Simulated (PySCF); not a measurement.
An unknown is described by computed data only.

Formula: C4H5NO.

| Item | Value |
| --- | --- |
| 1H NMR | chemical shifts (computed TMS as zero) by class: 10.09 (1 H), 2.79 (2 H), 2.45 (2 H) ppm [GIAO PBE0/pcSseg-1] |
| Triplet | lowest triplet excitation (Tamm–Dancoff): 3.76 eV [TDA PBE0/def2-SVPD] |
| 13C NMR | chemical shifts (computed TMS as zero) by class: 203.5 (1 C), 123.6 (1 C), 46.6 (1 C), 10.6 (1 C) ppm [GIAO PBE0/pcSseg-1] |
| NMR, other nuclei | isotropic shieldings of nuclei other than C and H, by class: -34 (1 N), -354 (1 O) ppm [GIAO PBE0/pcSseg-1] |
| UV, strongest line | among the 6 lowest singlet transitions: S6 at 7.84 eV (158 nm, f = 0.129) [TDDFT PBE0/def2-SVPD] |
| UV, first state | lowest singlet excitation: 4.42 eV (281 nm, f = 0.000) [TDDFT PBE0/def2-SVPD] |
| Polarisability | 53.7 au [PBE0/def2-SVPD] |
| Dipole | 2.98 D [PBE0/def2-SVPD] |
| Rotational structure | rotational constants A, B, C: 16.234, 1.642, 1.520 GHz [GFN2-xTB] |

Gas-phase values; electronic properties from PySCF, density fitting. Levels stand in brackets. Isolated species at its GFN2-xTB geometry (one conformer only). Each NMR value is the plain mean over a class of atoms that symmetry, rotation or inversion makes alike.

Problem. Propose a structure and show how it fits.

Solution. Numbering: `[N:1]#[C:2][CH2:3][CH2:4][CH:5]=[O:6]`. Its formula, C4H5NO, gives 3 degrees of unsaturation: 0 rings and 3 π bonds in the structure found. 4 carbons fall into 4 classes; from least to most shielded: aldehyde carbon [C5] (203.5 ppm), nitrile carbon [C2] (123.6 ppm), sp3 carbon next to a carbonyl [C4] (46.6 ppm), sp3 carbon next to a nitrile [C3] (10.6 ppm). Hydrogen classes from least to most shielded: 1 H on an aldehyde carbon, C5 (10.09 ppm), 2 H on an sp3 carbon next to a carbonyl, C4 (2.79 ppm), 2 H on an sp3 carbon next to a nitrile, C3 (2.45 ppm). The other shieldings belong to: -34 ppm, nitrile nitrogen [N1]; -354 ppm, aldehyde oxygen [O6]. S1 is mainly HOMO→LUMO (weight 0.98); the largest Löwdin shares of the orbital it empties are 0.58 on the aldehyde oxygen, 0.16 on the aldehyde carbon, 0.11 on the sp3 carbon next to a carbonyl and 0.09 on the formyl hydrogen, of the orbital it fills 0.42 on the aldehyde carbon, 0.36 on the aldehyde oxygen, 0.09 on the sp3 carbon next to a carbonyl and 0.06 on the formyl hydrogen. The optimised geometry has point group Cs and is an asymmetric top. Structure: `N#CCCC=O`. Computed isomers that give other values at the same levels: `Cc1ccon1` (rotational constant A: 9.351 GHz; this holds for the one conformer computed); `O=C=NC1CC1` (13C chemical shifts (computed TMS as zero) by class: 118.8 (1 C), 24.3 (1 C), 12.4 (2 C) ppm); `C[C@H](C#N)C=O` (13C chemical shifts (computed TMS as zero) by class: 197.7 (1 C), 120.6 (1 C), 38.6 (1 C), 15.7 (1 C) ppm). The assignments are read from this structure; whether some other isomer fits the data as well wasn't checked.

Conformer computed: `[N:1]#[C:2][CH2:3][CH2:4][CH:5]=[O:6]`: C2–C3–C4–C5 180°, C3–C4–C5–O6 0°.
